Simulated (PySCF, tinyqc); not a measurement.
Orbital energy against energy difference: ionisation energy by orbital energies and by energy differences in the cc-pvdz basis, for BH, spin multiplicity 1. Computed by the program tinyqc with PySCF. The cation is unrestricted; errors are against CCSD(T) in this basis, not against experiment.

Geometry (angstrom):
```
atom,x,y,z
B,0.0000,0.0000,0.0000
H,0.0000,0.0000,1.0780
```

CCSD(T) difference in the same basis = 9.5098 eV

IP-EOM-CCSD = 9.5317 eV

First vertical ionisation energy (eV):
```
method,-e(HOMO),E(cation) - E,error of -e(HOMO),error of the difference
HF,9.241,8.29398,-0.269,-1.216
LDA,5.110,9.54618,-4.400,0.036
PBE,5.134,9.45043,-4.375,-0.059
B3LYP,6.166,9.58452,-3.343,0.075
PBE0,6.355,9.40402,-3.154,-0.106
CAM-B3LYP,7.766,9.56558,-1.744,0.056
LC-wPBE,9.208,9.47414,-0.302,-0.036
```

What does the comparison show, and why?

Koopmans errs by -0.27 eV and Delta-HF by -1.22 eV: relaxation, 0.95 eV, lowers the value and the missing correlation difference works against it. The PBE level is off by -4.4 eV through the wrong tail of its potential, though its energy difference is off by -0.06 eV; exact exchange deepens the level, and among the orbital energies HF comes closest; among the differences LC-wPBE does. The restricted reference is unstable here: a spin-polarised solution lies 0.0076 hartree lower (PySCF), so results built on it describe a poor reference.
